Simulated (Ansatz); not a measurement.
**How far each method lies from full CI for Be2⁻, doublet**

Geometry: a point of a stretch scan, not a stationary point.

```xyz
2

Be    0.0000    0.0000    0.0000
Be    0.0000    0.0000    5.8160
```

Basis aug-cc-pVDZ; Ansatz 0.2.0. Only valence electrons are correlated (noble-gas cores frozen), which leaves 5 electrons in 44 orbitals. Prefix R: restricted or restricted open-shell reference; prefix U: unrestricted. Active spaces: pair = (3e, 3o) about the gap; valence = (5e, 8o) chosen from the atoms' valence shells. This anion state lies near or above the neutral species, so the extra electron is weakly bound or unbound and the energies hang on the diffuse functions.

Full CI is exact within this basis and frozen core; it isn't the basis-set limit. The frozen core follows each run's orbitals, which can shift R against U totals by a few meV.

Unrestricted rows (U) aren't spin-pure: their determinants' ⟨S²⟩ exceeds S(S+1) by up to 0.23, so they mix in states of higher spin. For open shells CISD is restricted-active-space CI with the open shells as a complete middle space.

The UHF ⟨S²⟩ is 0.978, the ⟨S²⟩ of the determinant under UCCSD is 0.899 and the T1 diagnostic (RCCSD) is 0.0489. The largest doubles amplitude (RCCSD) is 0.071. The T1 diagnostic (UCCSD) is 0.0872.

```
   level  E − E(RHF) (eV)
     UHF          -0.0239
    RMP2          -1.5445
    UMP2          -1.4357
   RCCSD          -2.5641
   UCCSD          -2.5632
RCCSD(T)          -2.5997
UCCSD(T)          -2.5996
```

Estimate how far full CI in aug-cc-pVDZ lies from RCCSD(T). The table doesn't fix it; the size of (T) and the diagnostics are the guide.

Full CI in aug-cc-pVDZ lies 2.1 kJ/mol below RCCSD(T), which is 61 % of the (T) step (-3.4 kJ/mol). T1 is raised, and the rest is a large part of (T).

The other levels:

```
                            level  E − E(full CI) (kJ/mol)  share of correlation (%)  wall time
                             CISD                     26.1                     89.69      1.6 s
                          BCCD(T)                      2.1                     99.17      5.5 s
                           RCCSDT                      0.1                     99.95          –
                           UCCSDT                      0.1                     99.94          –
                        RCCSDT(Q)                      0.0                     99.98       19 s
                        UCCSDT(Q)                      0.1                     99.98       24 s
              CASSCF (pair space)                    207.1                     18.12          –
              NEVPT2 (pair space)                     99.3                     60.73      3.5 s
              MRCISD (pair space)                     20.9                     91.74          –
            MRCISD+Q (pair space)                     -8.1                    103.18      3.7 s
           CASSCF (valence space)                     80.3                     68.26          –
           NEVPT2 (valence space)                     33.1                     86.91      1.5 s
           MRCISD (valence space)                      7.3                     97.10          –
         MRCISD+Q (valence space)                      1.5                     99.39      2.6 s
MRCISD+Q(relaxed) (valence space)                     -3.4                    101.35      3.1 s
```

The correlation energy at full CI, counted from RHF, is -2.621 eV. That run took 77 s on 1 thread of Arm Neoverse V2, shared host over 1,565,970 determinants.

Times hold each run's SCF and search for its determinant on a shared host, so for small cases they say little of a method's own cost; they ran on 1 thread of Arm Neoverse V2.

More than 5 meV below full CI, which no variational method can be: MRCISD+Q (pair space), MRCISD+Q(relaxed) (valence space).

The full-CI state has the irrep B3u of D2h, in the program's axes (one component, if the state is degenerate).

Natural occupations of full CI about the gap: 1.817 1.809 0.972 0.067 0.063 0.061 0.061 0.059 0.042 0.015; effectively unpaired electrons, Σ n²(2−n)², 1.31.
